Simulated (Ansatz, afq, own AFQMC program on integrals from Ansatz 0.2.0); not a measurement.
Two steps: Ansatz 0.2.0 writes the Fock matrix and Cholesky factors of the valence space, and afq projects on them the lowest state that overlaps trial and start.

```yaml
crystal:
  periodic: [false, false, false]
  atoms:
    - {symbol: Na, position_ang: [0.000000, 0.000000, 0.153747]}
    - {symbol: H, position_ang: [0.000000, 0.000000, -2.373253]}
    - {symbol: H, position_ang: [0.000000, 0.000000, 2.219507]}
basis:
  gaussian: {orbitals: aug-cc-pVDZ}
total_charge: -1
magnetization: {spin_polarized: false}
correlation: {method: ccsd_t, electrons: outside_noble_gas, hamiltonian_folder: ham}
```

```sh
$ ansatz run in.yaml --threads 1 --pin off --events-out ev --progress --plain --max-ram 24576MiB --backend cuda --devices 0, --max-vram 18GiB
```

Options of the walk:

```
--method free --trial cisd --walkers 4000 --time-step 0.03 --max-blocks 4000 --target-error 0.00024 --factor-cut 1e-05 --seed 2721 --times 0,0.3,0.6,1.2,1.8,2.4,3.6,4.8,6 --taylor-order 8
```

Times are imaginary, in 1/Eh. The walk had a cap of 61 s.

afq prints:

```
orbitals 40  electrons 2 2  factors 277 of 419
reference energy -162.94154467 Eh
CCSD correlation -0.06998558 Eh in 12 cycles, weight of the determinant in the CISD state 0.9271
repeat  energy at the last time / Eh  error
    10  -163.011789  0.000013
    20  -163.011800  0.000011
    30  -163.011802  0.000009
time / (1/Eh)  energy / Eh  error  mean overlap
  0.00  -163.011530  0.000010  1.0785
  0.30  -163.011613  0.000009  1.0774
  0.60  -163.011669  0.000008  1.0759
  1.20  -163.011718  0.000007  1.0758
  1.80  -163.011754  0.000009  1.0748
  2.40  -163.011779  0.000009  1.0721
  3.60  -163.011795  0.000008  1.0720
  4.80  -163.011810  0.000009  1.0731
  6.00  -163.011800  0.000009  1.0747
energy -163.011800 +/- 0.000009 Eh
```

The run passed its tests (error under three times the target), which doesn't prove that it has relaxed.

Against this walk (error 0.2 meV) on the same determinant: CCSD(T) 2.3 meV higher, CCSDT(Q) 0.6 meV lower, full CI 0.7 meV lower. The error is statistical, and a free projection of finite length keeps a remainder of its start. The last points scatter (meV from the last: 1.24 ± 0.24 at 1.80, 0.56 ± 0.24 at 2.40, 0.12 ± 0.23 at 3.60, -0.3 ± 0.3 at 4.80, 0.00 ± 0.24 at 6.00); the last is the one printed as the energy, and the gaps above move with that scatter.

Cautions: remainder of the start not in the error.

The walk took 16 s on 1 × NVIDIA H100 80GB HBM3 with 2 threads of AMD EPYC 7R13 Processor (Zen 3), with other jobs on the host (the card was shared). The log's last line is the free-projection energy.

CCSDT and higher add their correlation energy to the determinant of the CCSD(T) run, since their own runs factorise the integrals more tightly (a shift of under 2 meV). A walk keeps the symmetry of its determinant, which the program's search chose and which needn't be the lowest solution, so a lower state of the same spin and another symmetry isn't excluded.
